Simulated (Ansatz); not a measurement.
# Si2H2 (triplet): B2PLYP, RPA-PBE over vertical spin and charge gaps, 6-31G

How well do these functionals follow the top wave-function level for Si2H2 (triplet) over vertical spin and charge gaps?

Program: Ansatz 0.2.0, Gaussian basis. Level of theory: 6-31G, all electrons in the functionals, frozen cores in the correlation of double hybrids and RPA. These are calculated values, not measurements.

Plan: B2PLYP, RPA-PBE, at charge 0, triplet; charge 0, singlet; charge 0, quintet; charge 1, doublet; charge 1, quartet.

6 further runs of the same task are left out: 6 set aside as unsound or not needed.

**1. The system**

The geometry is a PBE0/def2-TZVP stationary point (not a proven minimum).

4 atoms, charge 0, spin multiplicity 3.

Atoms are counted from 1 here; the program's logs count them from 0.

Bond lengths: Si1–Si2 2.273 Å, Si1–H3 1.514 Å, Si2–H4 1.514 Å. Angles: Si2–Si1–H3 104.6°, Si1–Si2–H4 104.6°.

No dispersion term is added.

The geometry shown and the zero of energy belong to the point charge 0, triplet. The yardstick, FCI, and other wave-function levels (R restricted, U unrestricted, valence and pair active spaces) come from earlier runs.

**2. B2PLYP, charge 0, triplet**

File in.yaml:

```yaml
crystal:
  periodic: [false, false, false]
  atoms:
    - {symbol: Si, position_ang: [0.000000, -0.135595, 1.128508]}
    - {symbol: Si, position_ang: [0.000000, 0.135595, -1.128508]}
    - {symbol: H, position_ang: [0.000000, 1.273421, 1.682307]}
    - {symbol: H, position_ang: [0.000000, -1.273421, -1.682307]}
basis:
  gaussian: {orbitals: 6-31G}
magnetization: {spin_polarized: true, initial_magnetization: 2}
hamiltonian: {xc: {name: B2PLYP}}
correlation: {electrons: outside_noble_gas}
```

Command:

```
ansatz run in.yaml --threads 1 --pin off --events-out ev --progress --plain --max-ram 4096MiB --backend cpu
```

The runs that follow: B2PLYP, charge 0, singlet; B2PLYP, charge 0, quintet; B2PLYP, charge 1, doublet; B2PLYP, charge 1, quartet; RPA-PBE, charge 0, triplet; RPA-PBE, charge 0, singlet; RPA-PBE, charge 0, quintet; RPA-PBE, charge 1, doublet; RPA-PBE, charge 1, quartet.

Q: Predict the results of all the runs planned. Wanted: triplet to singlet, FCI; triplet to quintet, FCI; ionisation to the doublet cation, FCI; ionisation to the quartet cation, FCI; largest miss, B2PLYP; largest miss, RPA-PBE.

**Answer**, as computed:

| quantity | value |
| --- | --- |
| triplet to singlet, FCI | -0.209 eV |
| triplet to quintet, FCI | 2.140 eV |
| ionisation to the doublet cation, FCI | 7.398 eV |
| ionisation to the quartet cation, FCI | 8.434 eV |
| largest miss, B2PLYP | +0.599 eV (ionisation to the doublet cation) |
| largest miss, RPA-PBE | +0.326 eV (triplet to quintet) |

**Reading.** Of the functionals, RPA-PBE keep the smallest largest miss at the points compared (at most 0.326 eV) and B2PLYP strays most (0.599 eV, at ionisation to the doublet cation). B2PLYP, RPA-PBE clearly break the spin symmetry at some points (⟨S²⟩ up to 1.09 above the pure value), so energy there is bought with a mixed spin. Functionals and the yardstick converge differently with the basis, so part of each miss in 6-31G is the basis.
